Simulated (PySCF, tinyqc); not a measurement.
The basis set: RHF and MP2 along a ladder of basis sets, for BH, spin multiplicity 1. Computed by the program tinyqc with PySCF. 

Geometry (angstrom):

| atom | x | y | z |
|---|---|---|---|
| B | 0.0000 | 0.0000 | 0.0000 |
| H | 0.0000 | 0.0000 | 1.1130 |

Same geometry throughout; the dipole is taken about the origin.

RHF and frozen-core MP2 in a ladder of bases:

| basis | functions | E(RHF) (hartree) | E(MP2 corr) (hartree) | HOMO (eV) | LUMO (eV) | dipole (debye) |
|---|---|---|---|---|---|---|
| sto-3g | 6 | -24.746864 | -0.026814 | -6.6459 | 7.3452 | 1.1580 |
| 3-21g | 11 | -24.970554 | -0.036109 | -9.1077 | 1.9962 | 1.9048 |
| 6-31g | 11 | -25.102558 | -0.036231 | -8.9278 | 2.2829 | 1.8458 |
| 6-31g** | 19 | -25.113037 | -0.059675 | -9.0417 | 2.3302 | 1.8044 |
| cc-pvdz | 19 | -25.118086 | -0.059602 | -9.2734 | 1.6660 | 2.0007 |
| aug-cc-pvdz | 32 | -25.119655 | -0.061480 | -9.3632 | 0.7475 | 2.0806 |
| cc-pvtz | 44 | -25.124452 | -0.073174 | -9.3566 | 1.3847 | 2.0354 |

From cc-pVDZ to cc-pVTZ the RHF energy falls by 6.4 mhartree and the correlation energy by 13.6. If valence correlation converges as X^-3, (27 E(T) - 8 E(D))/19 gives -0.0789 hartree, a rough estimate from such small X that usually falls short; STO-3G holds about 34 % of it. Beyond STO-3G the LUMO moves by 1.6 eV and the HOMO by 0.4 eV. The restricted reference is unstable here: a spin-polarised solution lies 0.0073 hartree lower (PySCF, cc-pVDZ), so results built on it describe a poor reference.
